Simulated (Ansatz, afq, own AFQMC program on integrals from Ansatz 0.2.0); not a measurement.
**N$_{2}$H, quartet: AFQMC among the cluster methods**

```
atom   x (Å)    y (Å)    z (Å)
   N  0.0000   0.1430   0.6742
   N  0.0000  -0.0847  -0.7509
   H  0.0000  -0.8109   1.0651
```

Connectivity, by distances: NH–N.

Basis cc-pVDZ. Only valence electrons are correlated. Integrals, coupled cluster, full CI and functionals: Ansatz 0.2.0; the random walks run on the same integrals in our own AFQMC program. The CISD trial takes its coefficients from CCSD amplitudes. Released means that phaseless walkers are propagated on without the constraint, phases kept. Free AFQMC starts from the CCSD state and is never constrained. Its projection time is finite, and what remains of the start isn't in its error. Uncertainties: one standard error, sampling alone.

Determinant: UHF, the one that the program's search chose, which needn't be the lowest solution. The geometry is a point of a scan.

No full CI on the walks' own integrals is used here; CCSDT(Q) serves as the reference and is uncertain by about the last step of the cluster series.

Cautions: lower spins were not checked; the ph-AFQMC/CISD walk drifts between its halves (2.1 errors).

```
T1 diagnostic                               : 0.0194
weight of the determinant in the CISD state : 0.905
⟨S²⟩ of the determinant                     : 3.772
size of the correlated space                : 11 electrons in 31 orbitals
```

| level | correlation energy (eV) |
| --- | --- |
| MP2 | -6.1871 |
| CCSD | -7.0824 |
| CCSD(T) | -7.2458 |

Estimate where phaseless AFQMC with the Hartree–Fock trial lies against CCSD(T) on the same integrals.

2.01 ± 1.10 kcal/mol above CCSD(T). The gap is under twice the noise, so this walk alone can't tell the two apart.

Reference: CCSDT(Q), correlation energy -7.284 eV. The released energy is read at 2.40 1/Eh (meV from the phaseless value at times in 1/Eh: -22 ± 13 at 0.24, -19 ± 10 at 0.51, -37 ± 12 at 0.99, -39 ± 20 at 1.62, -4 ± 18 at 2.40).

```
         level  E − E(reference) (kcal/mol)  share of correlation (%)
       CCSD(T)                         0.87                     99.48
         CCSDT                         0.32                     99.81
   ph-AFQMC/HF                  2.89 ± 1.10                     98.28
 ph-AFQMC/CISD                  0.47 ± 0.25                     99.72
released AFQMC                  0.38 ± 0.41                     99.78
    free AFQMC                 -0.35 ± 0.37                    100.21
```

Free projections are given only where their last times agree within the noise and don't stop above the reference; a slow remainder of the start can still hide under it. A walk keeps the symmetry of its determinant, which the program's search chose and which needn't be the lowest solution, so a lower state of the same spin and another symmetry isn't excluded. Released energies are given only where the last usable release times agree within the noise; a slower fall can still hide under it.
